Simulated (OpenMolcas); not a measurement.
# One shape, several levels: SiH3F (SMILES F[SiH3])

We compute a comparison of 6 runs (B3LYP/6-31G*, BHLYP/def2-TZVPP, M06-2X/def2-TZVPP, M06-L/def2-TZVPP, PBE0/def2-TZVPP, r2SCAN/def2-TZVPP) of SiH3F. 

The results are computed with OpenMolcas 26.06.

1 further run of the same task is left out (set aside as unsound or not needed).

### 1 Starting point

The species is SiH3F (5 atoms), meant as a singlet with charge 0. SMILES: `F[SiH3]`. The Si2–H3 distance was set to 3.260 Å, away from the relaxed value. At this shape a bond of the SMILES string is far longer than usual.

Bond lengths: F1–Si2 1.600 Å, Si2–H4 1.482 Å, Si2–H5 1.482 Å. Angles: F1–Si2–H4 108.3°, F1–Si2–H5 108.3°, H4–Si2–H5 110.6°.

### 2 A single-point energy at B3LYP/6-31G(d) (Cartesian functions) (run 1)

calc.inp

```
&gateway
baslib = $CurrDir
coord
5
angstrom
F       -0.781271       0.370764       2.553632
Si       0.536629       0.188664       1.664932
H       -0.367800      -0.192600      -1.443700
H        1.261929      -1.009936       2.147232
H        1.373829       1.401364       1.819032
basis = 6-31Gs
group = NoSym
&seward
gridinput
Grid=UltraFine
End of Grid
&scf
ksdft = B3LYP
thresholds = 1e-10 1e-07 1e-07 1e-05
prorbitals = 0
```

The basis set 6-31G* is read from a file made from the Basis Set Exchange's data (not shown).

Started as:

```
$ export MOLCAS_MEM=1860
$ pymolcas calc.inp > calc.log
```

Output:

```text
--- Start Module: gateway ---
[...]
--- Stop Module: gateway /rc=_RC_ALL_IS_WELL_ ---
--- Start Module: seward ---
[...]
      Basis functions           40
--- Stop Module: seward /rc=_RC_ALL_IS_WELL_ ---
--- Start Module: scf ---
[...]
       Convergence after  17 Iterations
[...]
::    Total KS-DFT energy                            -391.0141774238
[...]
      Total spin, S                                     0.0000000000
[...]
      Total electronic charge=   26.000000
      Total            charge=   -0.000000
[...]
      Dipole Moment (debye):
      Origin of the operator (angstrom)=    0.0491    0.2505    1.9528
                   X=  1.6854E+00               Y=  1.3417E-01               Z=  1.5593E+00           Total=  2.3000E+00
      Quadrupole Moment (debye*angstrom):
[...]
--- Stop Module: scf /rc=_RC_ALL_IS_WELL_ ---
[...]
```

It took 8.1 s on 1 thread of Arm Neoverse V2, shared host; peak memory 0.37 GiB.

### 3 A single-point energy at BHLYP/def2-TZVPP (run 2)

run.input

```
&GATEWAY
BASLIB=$CurrDir
COORD
5
angstrom
F       -0.781271       0.370764       2.553632
Si       0.536629       0.188664       1.664932
H       -0.367800      -0.192600      -1.443700
H        1.261929      -1.009936       2.147232
H        1.373829       1.401364       1.819032
BASIS=def2-TZVPP
GROUP=NoSym
&SEWARD
GRIDINPUT
Grid=UltraFine
End of Grid
&SCF
KSDFT=HYB_GGA_XC_BHANDHLYP
THRESHOLDS=1e-10 1e-07 1e-07 1e-05
PRORBITALS=1 1
```

The basis set def2-TZVPP is read from a file made from the Basis Set Exchange's data (not shown).

Started as:

```
$ export MOLCAS_MEM=1860
$ pymolcas run.input > run.log
```

Output:

```text
--- Start Module: gateway ---
[...]
--- Stop Module: gateway /rc=_RC_ALL_IS_WELL_ ---
--- Start Module: seward ---
[...]
      Basis functions          115
--- Stop Module: seward /rc=_RC_ALL_IS_WELL_ ---
[...]
--- Start Module: scf ---
[...]
       Convergence after  15 Iterations
[...]
::    Total KS-DFT energy                            -391.0248774827
[...]
      Total spin, S                                     0.0000000000
[...]
      Total electronic charge=   26.000000
      Total            charge=   -0.000000
[...]
      Dipole Moment (debye):
      Origin of the operator (angstrom)=    0.0491    0.2505    1.9528
                   X=  1.9684E+00               Y=  1.8503E-01               Z=  2.0293E+00           Total=  2.8332E+00
      Quadrupole Moment (debye*angstrom):
[...]
--- Stop Module: scf /rc=_RC_ALL_IS_WELL_ ---
[...]
```

Wall time 29 s (1 thread of Arm Neoverse V2, shared host); peak memory 0.7 GiB.

Run 3 isn't shown in full; the table further down has it.

### 4 A single-point energy at M06-L/def2-TZVPP (run 4)

mol.xyz

```xyz
5

F     -0.781271     0.370764     2.553632
Si     0.536629     0.188664     1.664932
H     -0.367800    -0.192600    -1.443700
H      1.261929    -1.009936     2.147232
H      1.373829     1.401364     1.819032
```

job.inp

```
* FH3Si Kohn-Sham DFT

&GATEWAY
  BasLib
  $CurrDir
  Coord
  mol.xyz
  Basis
  def2-TZVPP
  Group
  NoSym

&SEWARD
  GridInput
  Grid=UltraFine
  End of Grid

&SCF
  KSDFT
  M06L
  Thresholds
  1e-10 1e-07 1e-07 1e-05
  PrOrbitals
  1
```

The basis set def2-TZVPP is read from a file made from the Basis Set Exchange's data (not shown).

Started as:

```
$ export MOLCAS_MEM=1860
$ pymolcas job.inp > job.log
```

Output:

```text
--- Start Module: gateway ---
[...]
--- Stop Module: gateway /rc=_RC_ALL_IS_WELL_ ---
--- Start Module: seward ---
[...]
      Basis functions          115
--- Stop Module: seward /rc=_RC_ALL_IS_WELL_ ---
[...]
--- Start Module: scf ---
[...]
       Convergence after  21 Iterations
[...]
::    Total KS-DFT energy                            -391.0587557271
[...]
      Total spin, S                                     0.0000000000
[...]
      Total electronic charge=   26.000000
      Total            charge=   -0.000000
[...]
      Dipole Moment (debye):
      Origin of the operator (angstrom)=    0.0491    0.2505    1.9528
                   X=  1.7380E+00               Y=  1.9655E-01               Z=  2.0354E+00           Total=  2.6837E+00
      Quadrupole Moment (debye*angstrom):
[...]
--- Stop Module: scf /rc=_RC_ALL_IS_WELL_ ---
[...]
```

It took 52 s on 1 thread of Arm Neoverse V2, shared host; peak memory 0.7 GiB.

Run 5 isn't shown in full; the table further down has it.

### 5 The energy at r2SCAN/def2-TZVPP (run 6)

struct.xyz

```xyz
5

F     -0.781271     0.370764     2.553632
Si     0.536629     0.188664     1.664932
H     -0.367800    -0.192600    -1.443700
H      1.261929    -1.009936     2.147232
H      1.373829     1.401364     1.819032
```

calc.inp

```
* FH3Si Kohn-Sham DFT
&GATEWAY
BASLIB = $CurrDir
COORD = struct.xyz
BASIS = def2-TZVPP
GROUP = NoSym
&SEWARD
GRIDINPUT
Grid=UltraFine
End of Grid
&SCF
KSDFT = 2
1.0 MGGA_X_R2SCAN
1.0 MGGA_C_R2SCAN
THRESHOLDS = 1e-10 1e-07 1e-07 1e-05
PRORBITALS = 0
```

The basis set def2-TZVPP is read from a file made from the Basis Set Exchange's data (not shown).

Started as:

```
$ export MOLCAS_MEM=1860
$ pymolcas calc.inp > calc.log
```

Output:

```text
--- Start Module: gateway ---
[...]
--- Stop Module: gateway /rc=_RC_ALL_IS_WELL_ ---
--- Start Module: seward ---
[...]
      Basis functions          115
--- Stop Module: seward /rc=_RC_ALL_IS_WELL_ ---
[...]
--- Start Module: scf ---
[...]
       Convergence after  21 Iterations
[...]
::    Total KS-DFT energy                            -391.0072695030
[...]
      Total spin, S                                     0.0000000000
[...]
      Total electronic charge=   26.000000
      Total            charge=   -0.000000
[...]
      Dipole Moment (debye):
      Origin of the operator (angstrom)=    0.0491    0.2505    1.9528
                   X=  1.6907E+00               Y=  1.7114E-01               Z=  1.8327E+00           Total=  2.4993E+00
      Quadrupole Moment (debye*angstrom):
[...]
--- Stop Module: scf /rc=_RC_ALL_IS_WELL_ ---
[...]
```

It took 52 s on 1 thread of Arm Neoverse V2, shared host; peak memory 0.7 GiB.

### 6 All runs side by side

| run | level | Cartesian functions | energy (Eh) | dipole moment (D) | HOMO energy (eV) | LUMO energy (eV) | wall time |
| --- | --- | --- | --- | --- | --- | --- | --- |
| 1 | B3LYP/6-31G* (Cartesian functions) | yes | -391.014177 | 2.30 | -6.38 | -3.85 | 8.1 s |
| 2 | BHLYP/def2-TZVPP | no | -391.024877 | 2.83 | -7.41 | -3.18 | 29 s |
| 3 | M06-2X/def2-TZVPP | no | -391.002860 | 2.64 | -7.42 | -3.14 | 37 s |
| 4 | M06-L/def2-TZVPP | no | -391.058756 | 2.68 | -6.09 | -4.47 | 52 s |
| 5 | PBE0/def2-TZVPP | no | -390.848328 | 2.54 | -6.71 | -3.89 | 31 s |
| 6 | r2SCAN/def2-TZVPP | no | -391.007270 | 2.50 | -6.11 | -4.53 | 52 s |

### 7 Summary of results

| quantity | value |
| --- | --- |
| run 6: total energy | -391.00727 Eh |
| run 6: dipole moment | 2.50 D |
| run 6: HOMO energy | -6.11 eV |
| run 6: LUMO energy | -4.53 eV |
| run 6: HOMO–LUMO gap | 1.58 eV |

The dipole moment (its size) runs from 2.30 D (B3LYP/6-31G*) to 2.83 D (BHLYP/def2-TZVPP). The two ends differ in method and basis. The HOMO–LUMO gap runs from 1.58 eV (r2SCAN/def2-TZVPP) to 4.29 eV (M06-2X/def2-TZVPP). Totals of different functionals can't be ranked against each other. In runs 1, 2, 3, 4, 5, 6 a closed-shell determinant meets a far-stretched bond, which it describes badly. All runs together took 3.5 min, the longest 52 s.
